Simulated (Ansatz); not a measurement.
**P$_{2}$⁺, doublet: reading a ladder of total energies**

Geometry: a PBE0/def2-TZVP stationary point for this spin.

```xyz
2

P     0.0000    0.0000    0.0000
P     0.0000    0.0000    1.9656
```

Basis cc-pVDZ; Ansatz 0.2.0. Only valence electrons are correlated (noble-gas cores frozen), which leaves 9 electrons in 26 orbitals. R marks a restricted (for open shells ROHF) determinant, U an unrestricted one.

Full CI is exact within this basis and frozen core; it isn't the basis-set limit. The frozen core follows each run's orbitals, which can shift R against U totals by a few meV.

UCCSD has a T1 diagnostic of 0.016 and a largest doubles amplitude of 0.15.

The cluster runs stand on a determinant 0.13 eV above the lowest UHF solution, chosen by a search with trial CCSD; the correlation energy below is counted from it.

Runs differ by some tens of microhartree through their thresholds and, for an open shell, their frozen cores, so the step to full CI, which has another core, is uncertain by up to 0.1 kcal/mol.

| level | total energy (hartree) |
| --- | --- |
| UHF determinant under the cluster runs | -681.125054 |
| UMP2 | -681.310898 |
| UCCSD | -681.340204 |
| UCCSD(T) | -681.351266 |
| UCCSDT | -681.352515 |
| UCCSDT(Q) | -681.353729 |
| UCCSDTQ | -681.353764 |
| full CI | -681.353897 |

**Question.** What is the correlation energy at full CI, and what share of it do UMP2 and UCCSD recover?

**Answer.** E(corr) = -681.353897 − (-681.125054) = -0.228843 hartree = -6.227 eV. UMP2: -0.185844 / -0.228843 = 81.21 %. UCCSD: -0.215150 / -0.228843 = 94.02 %.

**Question.** By how many kcal/mol does UCCSD(T) miss full CI (1 hartree = 627.509 kcal/mol), and which steps make up the rest?

**Answer.** -681.351266 − (-681.353897) = 0.002631 hartree = 1.65 kcal/mol. Steps: UCCSDT − UCCSD(T) = -0.78, UCCSDT(Q) − UCCSDT = -0.76, UCCSDTQ − UCCSDT(Q) = -0.02, full CI − UCCSDTQ = -0.08 kcal/mol. With more than one leading determinant such errors change with state and geometry, and needn't cancel in differences.
